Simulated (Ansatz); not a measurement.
Process, species as SMILES: CCl (CH3-Cl) → [CH2-]Cl + H+
B3LYP-D3(BJ)/def2-TZVP geometries, fixed; electronic energies without zero-point terms.
Largest species:
```xyz
5

C      0.0082     0.0133    -1.1337
Cl    -0.0048    -0.0077     0.6605
H      0.0175     1.0478    -1.4634
H      0.8997    -0.5040    -1.4752
H     -0.8852    -0.4920    -1.4879
```
Charge 0, spin multiplicity 1.

Basis-set convergence of the deprotonation energy at CCSD(T) with Ansatz (a first-principles code). Cartesian d functions, on some or all atoms, in 6-31G*, 6-31+G*, 6-31G**, 6-311G**, 6-311+G**; all else is spherical. Cores are frozen. No added dispersion term, no relativity. Functions are those of the species that has most. Reference: Hartree-Fock in aug-cc-pV(Q+d)Z plus the correlation part extrapolated as X^-3 from aug-cc-pV(T+d)Z and aug-cc-pV(Q+d)Z, 405.18 kcal/mol, itself unsure by roughly 0.20 kcal/mol (a third of the extrapolation step and of the last Hartree-Fock step). Deviations are taken from unrounded values.

```csv
basis,functions
STO-3G,17
3-21G,28
6-31G,28
6-31G*,40
6-31+G*,48
6-31G**,49
6-311G**,63
6-311+G**,71
"6-311++G(2d,2p)",92
"6-311++G(3df,3pd)",140
```

Task: Which is the smallest Pople set listed that can be trusted to 1 kcal/mol here, that is, within that of the reference together with its larger relatives (same family, alike in diffuse functions; a set with none to test it counts only in the reference's own line)?

Result: Of the sets listed that have larger relatives (same family, alike in diffuse functions), none stays within 1 kcal/mol of the reference together with them. Value minus reference: STO-3G 106.13, 3-21G 15.41, 6-31G 14.55, 6-31G* 18.25, 6-31+G* 3.23, 6-31G** 21.83, 6-311G** 11.64, 6-311+G** 5.42, 6-311++G(2d,2p) 1.65, 6-311++G(3df,3pd) 1.69 kcal/mol.
